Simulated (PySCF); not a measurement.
Compound: CH3CH2CH2CHF2, C4H8F2.
Geometry (PBE0-D3(BJ)/def2-SVP, Å), atoms numbered from 1 in this order:
```xyz
14
C4H8F2 angstrom
C      1.8900    0.3875   -0.2264
C      0.4570    0.6303    0.2177
C     -0.4073   -0.6193    0.1376
C     -1.8448   -0.3745    0.5096
F     -2.4040    0.5216   -0.3409
F     -2.5550   -1.5223    0.4147
H      2.4906    1.3069   -0.1640
H      2.3816   -0.3754    0.3981
H      1.9291    0.0343   -1.2690
H     -0.0012    1.4176   -0.4027
H      0.4488    1.0154    1.2528
H     -0.0188   -1.4085    0.8022
H     -0.4038   -1.0324   -0.8853
H     -1.9671    0.0185    1.5361
```

Computed, not measured: TDDFT wB97X-D/def2-SVPD, vertical, gas phase, core orbitals frozen in the response (PySCF).

Frontier orbitals with the atoms that hold most of them (Löwdin shares over 4%, at most four atoms; ? is withheld):

| orbital | ε (eV) | atoms |
| --- | --- | --- |
| LUMO+2 | 3.10 | H12 13%, F6 12%, H11 12%, C3 11% |
| LUMO+1 | 2.79 | C4 18%, H14 18%, C1 12%, H9 8% |
| LUMO | 2.36 | ? |
| HOMO | ? | C4 19%, C3 18%, F6 18%, F5 15% |
| HOMO-1 | -11.52 | ? |
| HOMO-2 | -11.85 | C2 25%, C1 19%, C3 18%, H7 9% |
| HOMO-3 | -12.67 | C1 23%, C2 21%, F6 11%, C4 9% |

Problem. Which atoms hold the LUMO, and with what shares?

Solution. C1 (bonded to C and 3 H) 22%; C2 (bonded to 2 C and 2 H) 14%; C3 (bonded to 2 C and 2 H) 9%; H11 (bonded to C) 8%. By element: carbon 45% or more, hydrogen 8% or more.

Problem. Which atoms hold the HOMO-1, and with what shares?

Solution. C2 (bonded to 2 C and 2 H) 27%; C1 (bonded to C and 3 H) 16%; H10 (bonded to C) 12%; C3 (bonded to 2 C and 2 H) 10%. By element: carbon 54% or more, hydrogen 12% or more.

Problem. What is the HOMO energy, and the HOMO–LUMO gap?

Solution. ε(HOMO) = -11.35 eV; the gap is 13.71 eV (0.5038 hartree).

Problem. The HOMO–LUMO gap is 13.71 eV. Where does the response calculation put the lowest singlet, and from which orbitals?

Solution. S1 is at 9.41 eV (f = 0.0050), 4.30 eV below the gap, made of HOMO-1→LUMO (84%). Its leading pair isn't HOMO and LUMO; the energies of that pair differ by 13.88 eV. Without the coupling terms of the response equations the lowest excitation would equal the gap.

Problem. Give energy, strength and leading configuration of S1, S3 and S5, and follow the Löwdin shares of the leading atoms from the occupied to the empty orbital.

Solution. 
- S1 (9.41 eV, f 0.0050), HOMO-1→LUMO (84%): C2 27% → 14%, C1 16% → 22%
- S3 (9.81 eV, f 0.021), HOMO-2→LUMO (74%): C2 25% → 14%, C1 19% → 22%
- S5 (10.20 eV, f 0.090), HOMO-1→LUMO+1 (73%): C2 27% → at most 8%, C1 16% → 12%, C4 at most 11% → 18%, H14 at most 11% → 18%

Löwdin shares depend on the basis, the more so with diffuse functions.

One conformer stands for the species.
